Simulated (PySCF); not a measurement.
Species: C4H9P.
SMILES: `C=CP(C)C`

Torsions of this conformer, `[CH2:1]=[CH:2][P:3]([CH3:4])[CH3:5]`: C1–C2–P3–C4 19°.

The closed-shell ground state was solved at several levels (PySCF, density fitting, gas phase, non-relativistic). One conformer (not necessarily the lowest) at the PBE0-D3(BJ)/def2-SVP geometry, without solvent, vibrations or thermal averaging.

```
            level  basis functions  total energy (Eh)  HOMO (eV)  LUMO (eV)  gap (eV)  dipole (D)
   B97-D/pcSseg-1              137          -499.0182      -5.23      -0.95      4.28        1.15
      HF/pcSseg-1              137          -497.3760      -8.70       3.61     12.31        1.26
     PBE/pcSseg-1              137          -498.7570      -5.27      -1.06      4.21        1.17
mPW1PW91/pcSseg-1              137          -499.1177      -6.35      -0.10      6.25        1.23
    BLYP/pcSseg-1              137          -499.0453      -5.12      -0.90      4.22        1.07
     LDA/pcSseg-1              137          -496.3830      -5.36      -1.26      4.10        1.21
     KT2/pcSseg-1              137          -504.7397      -5.33      -1.05      4.28        1.15
    PBE0/pcSseg-1              137          -498.8094      -6.32      -0.09      6.23        1.23
    BP86/pcSseg-1              137          -499.1754      -5.37      -1.15      4.22        1.18
```

Task: What might B3LYP/pcSseg-1 (137 basis functions) give for the same quantities?

Result: Total energy -499.1671 Eh, HOMO -6.13 eV, LUMO -0.30 eV, gap 5.83 eV, dipole 1.12 D.

Task: Over all these levels, which gives the widest orbital gap and which the narrowest?

Result: HF/pcSseg-1 (Hartree–Fock, all exact exchange) has the widest, 12.31 eV, and LDA/pcSseg-1 (LDA) the narrowest, 4.10 eV. From the narrowest to the widest the HOMO moves by -3.34 eV and the LUMO by +4.87 eV.

Task: In the pcSseg-1 basis, how does the gap go with the fixed share of exact exchange?

Result: LDA (0 %) 4.10 eV; PBE (0 %) 4.21 eV; BLYP (0 %) 4.22 eV; BP86 (0 %) 4.22 eV; B97-D (0 %) 4.28 eV; KT2 (0 %) 4.28 eV; B3LYP (20 %) 5.83 eV; PBE0 (25 %) 6.23 eV; mPW1PW91 (25 %) 6.25 eV; HF (100 %) 12.31 eV. Each rise in the share widens the gap here.

Task: How far do the dipole and the HOMO energy spread over the levels?

Result: The dipole runs from 1.07 to 1.26 D (mean 1.18 D) and the HOMO from -8.70 to -5.12 eV.

The pairwise dispersion term of B97-D wasn't added to the energies; at a given geometry it leaves orbitals and properties as they are.
